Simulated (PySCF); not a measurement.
## What builds the first ionisation energy along the second row

Calculated with PySCF 2.14 from differences of total energies of unrestricted determinants, without spin-orbit coupling. Each column adds one step, in eV (sums use unrounded values): valence MP2, valence CCSD, valence triples, then the next inner shell at CCSD(T) (Be 1s, B 1s, C 1s, N 1s, O 1s, F 1s, Ne 1s). References (NIST) marked * lie between the lowest fine-structure levels; the others compare directly ((s) semi-empirical, (t) theoretical).

| element | UHF | + MP2 | + CCSD | + (T) | + inner shell | sum | reference |
| --- | --- | --- | --- | --- | --- | --- | --- |
| Be [He] 2s2 → [He] 2s1 (x2c-TZVPPall, spin-free X2C) | 8.043 | 0.710 | 0.517 | 0.000 | 0.002 | 9.272 | 9.323 |
| B [He] 2s2 2p1 → [He] 2s2 (x2c-TZVPPall, spin-free X2C) | 8.038 | 0.220 | -0.089 | 0.036 | 0.015 | 8.220 | 8.297 |
| C [He] 2s2 2p2 → [He] 2s2 2p1 (x2c-TZVPPall, spin-free X2C) | 10.797 | 0.441 | -0.096 | 0.024 | 0.014 | 11.180 | 11.262 |
| O [He] 2s2 2p4 → [He] 2s2 2p3 (x2c-TZVPPall, spin-free X2C) | 12.007 | 1.242 | 0.036 | 0.035 | 0.008 | 13.329 | 13.608 |
| F [He] 2s2 2p5 → [He] 2s2 2p4 (x2c-TZVPPall, spin-free X2C) | 15.641 | 1.554 | -0.102 | 0.042 | 0.008 | 17.143 | 17.427 |
| Ne [Ne] → [He] 2s2 2p5 (x2c-TZVPPall, spin-free X2C) | 19.653 | 1.864 | -0.261 | 0.048 | 0.007 | 21.311 | 21.597 |

Problem. Estimate the missing row, N [He] 2s2 2p3 → [He] 2s2 2p2 (x2c-TZVPPall, spin-free X2C).

Solution. The calculation gives UHF 13.891; + MP2 0.666; + CCSD -0.140; + (T) 0.019; + inner shell 0.013; sum 14.449. The reference value is 14.545.

What remains against the references is mostly basis incompleteness.

These are valence bases, so the inner-shell step is incomplete.
